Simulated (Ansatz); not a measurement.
One starting cell of Fe (a generated cell, Fe placed in the AFLOW prototype A_cI16_220_c (as in Li)) was relaxed twice with Ansatz (plane waves, PAW, scalar-relativistic): with r2SCAN at 500 eV and with PBE at 420 eV. The r2SCAN result:

```
CELL_PARAMETERS angstrom
     -1.43248     1.43248     1.43248
      1.43248    -1.43248     1.43248
      1.43248     1.43248    -1.43248
ATOMIC_POSITIONS crystal
  Fe 0.00000 0.00000 0.00000
```

```csv
quantity,r2SCAN,PBE
space group,Im-3m,Im-3m
volume (Å³/atom),11.76,___
a (Å),2.865,___
"gap (eV, no spin-orbit coupling)",0.00,___
spin order,ferromagnetic,___
net moment (μB/atom),2.64,___
```

Problem. What does PBE give for the same quantities?

Solution. 
- volume (Å³/atom), PBE: 11.35
- a (Å), PBE: 2.832
- gap (eV, no spin-orbit coupling), PBE: 0.00
- spin order, PBE: ferromagnetic
- net moment (μB/atom), PBE: 2.17

Both levels end in the same structure; PBE's volume is 3.5 % smaller. Neither column is exact.

Spin states reached: ferromagnetic; spin orders were not searched systematically. r2SCAN tends to overstate moments in metals.

Measured for Fe: a 2.853 Å (static lattice; corrected from measurement; as listed in Daniel Mejia-Rodriguez, S. B. Trickey, Phys. Rev. B (2018)). Computed minus measured — a: r2SCAN +0.4 %, PBE -0.8 %. The computed values are for a static lattice.

The run could not lose the symmetry of its start; a randomly shaken copy of 2 atoms returns to this structure.

Ansatz is a program for electronic structure.
